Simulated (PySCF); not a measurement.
# O3 (ozone): the cost of one run

Computed with PySCF 2.14.0, with density-fitted response routines of our own, on a single molecule, in the gas phase or a continuum. Atoms are numbered from 0 throughout.

## 1. The molecule as given

3 atoms, charge 0, multiplicity 1; geometry from: GFN2-xTB. The atoms were then displaced at random by about 0.01 Å, so the start is not that level's minimum.

Bonds of the start (Å): O0–O1 1.23, O1–O2 1.22.

## 2. Geometry optimisation at PBE0-D3(BJ)/def2-SVP

The job: settings as JSON, then the geometry in Å.

```
{"job": {"xc": "PBE0", "basis": "def2-SVP", "d3": "d3bj", "grid": 1, "shake": 0.01, "kind": "geom"}, "charge": 0, "multiplicity": 1}
O     -1.041500    -0.264580     0.001590
O     -0.014610     0.404200    -0.013120
O      1.062130    -0.174560    -0.007650
```

On the command line:

```console
$ OMP_NUM_THREADS=1 python probes_run.py task.json out
```

One launch serves the whole session: the jobs run in the order shown.

Q: Estimate the wall time and peak memory of this first job on 1 thread of Intel Xeon 6975P-C, shared host.

About 2.4 s, with a peak of 0.26 GiB.
